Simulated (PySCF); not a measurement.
Species: sulfuryl chloride fluoride, ClFO2S.
Bonds: O1–S2 (double), S2–O3 (double), S2–F4, S2–Cl5.

The same species was optimised twice, with GFN2-xTB and with PBE0-D3(BJ)/def2-SVP (PySCF), and the same property calculations (PySCF, gas phase) were run on both structures.

| coordinate | GFN2-xTB | PBE0-D3(BJ)/def2-SVP | change |
| --- | --- | --- | --- |
| S2–F4 (Å) | 1.626 | 1.587 | -0.039 |
| O1=S2 (Å) | 1.410 | 1.430 | +0.020 |
| S2=O3 (Å) | 1.410 | 1.430 | +0.020 |
| S2–Cl5 (Å) | 2.019 | 2.033 | +0.014 |
| O1–S2–O3 (°) | 122.9 | 124.3 | +1.4 |
| O3–S2–Cl5 (°) | 109.9 | 109.0 | -0.9 |
| O1–S2–Cl5 (°) | 109.8 | 109.1 | -0.7 |
| F4–S2–Cl5 (°) | 97.1 | 96.7 | -0.4 |
| O3–S2–F4 (°) | 106.9 | 107.1 | +0.2 |
| O1–S2–F4 (°) | 106.9 | 107.1 | +0.2 |

Rotational constants: A = 4899, B = 2844, C = 2766 MHz (GFN2-xTB) against A = 4882, B = 2806, C = 2788 MHz (PBE0-D3(BJ)/def2-SVP). Point groups within 0.08 Å: Cs and Cs.

On the GFN2-xTB structure: HOMO (eV) -10.23 [PBE0/pcSseg-1]; LUMO (eV) -2.62 [PBE0/pcSseg-1]; dipole (D) 1.43 [PBE0/pcSseg-1]; GIAO shielding of O1/O3 (mean) (ppm) 6.8 [PBE0/pcSseg-1]; GIAO shielding of S2 (ppm) 178.7 [PBE0/pcSseg-1]; GIAO shielding of F4 (ppm) 10.8 [PBE0/pcSseg-1]; GIAO shielding of Cl5 (ppm) 279.2 [PBE0/pcSseg-1].

What do these properties become on the PBE0-D3(BJ)/def2-SVP structure?

```json
{"property": "HOMO (eV)", "level": "PBE0/pcSseg-1", "on GFN2-xTB": "-10.23", "on PBE0-D3(BJ)/def2-SVP": "-10.15", "change": "+0.08"}
{"property": "LUMO (eV)", "level": "PBE0/pcSseg-1", "on GFN2-xTB": "-2.62", "on PBE0-D3(BJ)/def2-SVP": "-2.63", "change": "-0.01"}
{"property": "dipole (D)", "level": "PBE0/pcSseg-1", "on GFN2-xTB": "1.43", "on PBE0-D3(BJ)/def2-SVP": "1.33", "change": "-0.10"}
{"property": "energy, GFN2-xTB geometry as zero (kcal/mol)", "level": "PBE0/pcSseg-1", "on GFN2-xTB": "0.0", "on PBE0-D3(BJ)/def2-SVP": "-1.3", "change": "-1.3"}
{"property": "GIAO shielding of O1/O3 (mean) (ppm)", "level": "PBE0/pcSseg-1", "on GFN2-xTB": "6.8", "on PBE0-D3(BJ)/def2-SVP": "-8.5", "change": "-15.3"}
{"property": "GIAO shielding of S2 (ppm)", "level": "PBE0/pcSseg-1", "on GFN2-xTB": "178.7", "on PBE0-D3(BJ)/def2-SVP": "164.2", "change": "-14.5"}
{"property": "GIAO shielding of F4 (ppm)", "level": "PBE0/pcSseg-1", "on GFN2-xTB": "10.8", "on PBE0-D3(BJ)/def2-SVP": "34.7", "change": "+23.9"}
{"property": "GIAO shielding of Cl5 (ppm)", "level": "PBE0/pcSseg-1", "on GFN2-xTB": "279.2", "on PBE0-D3(BJ)/def2-SVP": "257.5", "change": "-21.7"}
```

The heavy atoms differ by 0.023 Å rms after alignment. Among all bonds S2–F4 changes most (-0.039 Å). Changes are differences of the printed values. Neither structure is proved a minimum here.
